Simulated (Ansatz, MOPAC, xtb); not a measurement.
## A ladder of methods for BHO2 (oxoborinic acid)

BHO2, singlet, SMILES `O=BO`. Each level relaxes the structure for itself.

Each level gives the zero-point energy at each level's own minimum (kJ/mol). The values are calculated.

| level | kind | program | value (kJ/mol) |
| --- | --- | --- | --- |
| AM1 | semi-empirical | MOPAC | 54.5 |
| MNDOD | semi-empirical | MOPAC | 57.5 |
| PM3 | semi-empirical | MOPAC | 54.2 |
| GFN1-xTB | semi-empirical | xtb | 51.3 |
| HF/STO-3G | Hartree–Fock | Ansatz | 60.2 |
| HF/3-21G | Hartree–Fock | Ansatz | 54.8 |
| HF/6-31G* (Cartesian functions) | Hartree–Fock | Ansatz | 57.1 |
| SVWN5/def2-TZVP | LDA | Ansatz | 52.0 |
| PBE/def2-SVP | GGA | Ansatz | 52.0 |
| BLYP/cc-pVTZ | GGA | Ansatz | 51.5 |

Harmonic and unscaled. The values span 51.3 to 60.2 kJ/mol.
